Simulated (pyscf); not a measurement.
A first-order saddle from PySCF, ωB97X-D3(BJ)/def2-SVP:

```xyz
8

Cl     2.0563     0.4515     0.3779
Si    -0.7753     0.6106    -0.2254
Cl    -1.4641     1.7036     1.3771
Cl    -2.3782     0.1332    -1.4618
N     -0.3107    -0.9709     0.5555
H      0.9719    -0.5543     0.6497
H     -0.4167    -1.7910    -0.0455
H     -0.7722    -1.1476     1.4508
```
Charge 0, spin multiplicity 2.

Surface: doublet, charge 0. Lowest wavenumbers (cm⁻¹): 854i, 40, 134, 171, 212.

Problem. What reaction is this the transition state of?

Solution. Cl–Si•(Cl)–Cl + ammonia (NH₃) ⇌ hydrogen chloride (HCl) + H₂N–Si•(Cl)–Cl, a four-centre exchange read from left to right: Cl–Si, H–N broken and Cl–H, N–Si formed. At ωB97M-D3(BJ)/def2-TZVP it lies +0.48 eV from the left side and +0.16 eV from the right (each side as separated species at their lowest minima found). On the reactant side the descent ends in an adduct with a N–Si contact (not fully relaxed), 0.44 eV under the separated species and 0.95 eV under the saddle at ωB97X-D3(BJ)/def2-TZVP. What is counted as formed (N–Si) is already present as a longer contact in the reactant adduct; forming that adduct is a step of its own. One saddle was located; it need not be the lowest between these sides.
